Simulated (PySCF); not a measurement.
Compound: H3O2P.
Z-matrix (Å and degrees, GFN2-xTB geometry), rows numbered from 1:
```
O 
P   1  1.4576
O   2  1.5979  1  111.57
H   2  1.3846  1  116.33  3   117.83
H   2  1.3847  1  116.35  3  -117.85
H   3  0.9612  2  106.78  1    -0.04
```

Theory: PySCF 2.14.0, density-fitted response routines, TDDFT PBE0/def2-SVPD, vertical, gas phase, core orbitals frozen in the response.

Frontier orbitals with the atoms that hold most of them (Löwdin shares over 4%, at most four atoms; ? is withheld):

```json
{"orbital": "LUMO+2", "ε (eV)": "0.84", "atoms": "H5 23%, H4 23%, O3 23%, P2 17%"}
{"orbital": "LUMO+1", "ε (eV)": "0.60", "atoms": "P2 43%, O1 16%, H5 15%, H4 15%"}
{"orbital": "LUMO", "ε (eV)": "0.26", "atoms": "?"}
{"orbital": "HOMO", "ε (eV)": "?", "atoms": "O1 63%, P2 20%, H4 8%, H5 8%"}
{"orbital": "HOMO-1", "ε (eV)": "-8.97", "atoms": "?"}
{"orbital": "HOMO-2", "ε (eV)": "-10.25", "atoms": "O3 66%, P2 12%, O1 9%, H5 4%"}
{"orbital": "HOMO-3", "ε (eV)": "-11.03", "atoms": "O1 66%, P2 16%, O3 12%"}
```

Question: Which atoms hold the LUMO, and with what shares?

Answer: O3 (bonded to P and H) 27%; P2 (bonded to 2 O and 2 H) 26%; H6 (bonded to O) 14%; O1 (bonded to P) 14%. By element: oxygen 41%, phosphorus 26%, hydrogen 14% or more.

Question: Which atoms hold the HOMO-1, and with what shares?

Answer: O1 (bonded to P) 71%; O3 (bonded to P and H) 14%; P2 (bonded to 2 O and 2 H) 12%. By element: oxygen 85%, phosphorus 12%.

Question: What is the HOMO energy, and the HOMO–LUMO gap?

Answer: ε(HOMO) = -8.62 eV; the gap is 8.88 eV (0.3262 hartree).

Question: How does S1 compare with the orbital gap of 8.88 eV?

Answer: S1 is at 7.26 eV (f = 0.0018), 1.61 eV below the gap, made of HOMO→LUMO (90%). Without the coupling terms of the response equations the lowest excitation would equal the gap.

Question: One configuration dominates each of S1 and S2. Which, and how do the shares of the two leading atoms of either orbital change from the occupied to the empty one?

Answer: 
- S1 (7.26 eV, f 0.0018), HOMO→LUMO (90%): O1 63% → 14%, P2 20% → 26%, O3 at most 2% → 27%
- S2 (7.50 eV, f 0.0037), HOMO→LUMO+1 (85%): O1 63% → 16%, P2 20% → 43%

Löwdin shares depend on the basis, the more so with diffuse functions.

The run took 4.8 s of wall time (grids of density and orbitals included) on one thread, Arm Neoverse V1 (aarch64), no GPU, shared host with 32 logical CPUs at a one-minute load of 18, and the process peaked at 0.39 GiB of memory.

One conformer stands for the species.
